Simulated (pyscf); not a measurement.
Structures and frequencies: ωB97X-D3(BJ)/def2-SVP in PySCF.

Q: H₃C–AlH–O–SiH₃ + hydrogen (H₂) → H₃C–AlH₂ + silanol (HO–SiH₃)
Surface: singlet. Broken: Al–O, H–H. Formed: Al–H, H–O. Give ΔE‡ and ΔE from ωB97M-D3(BJ)/def2-TZVP, relative to the separated reactants.

A: ΔE‡ = 27.8 kcal/mol, ΔE = +35.7 kcal/mol. Zero-point energy shifts the barrier by +2.8 kcal/mol. It is a four-centre exchange, with an imaginary mode of 1272i cm⁻¹. On the product side the descent ends in an adduct with a Al–O contact, 22.5 kcal/mol under the separated species and 12.9 kcal/mol under the saddle at ωB97X-D3(BJ)/def2-TZVP. At ωB97M-D3(BJ) the saddle lies under the separated products, which points to a path from their complex (located at ωB97X-D3(BJ) alone), and parting the products costs more than the saddle. What is counted as broken (Al–O) persists as a longer contact in the product adduct; parting that adduct is a step of its own. At the saddle there is also a short Al–H contact that neither side keeps. This is the saddle that the search found; another between the same sides may lie lower.
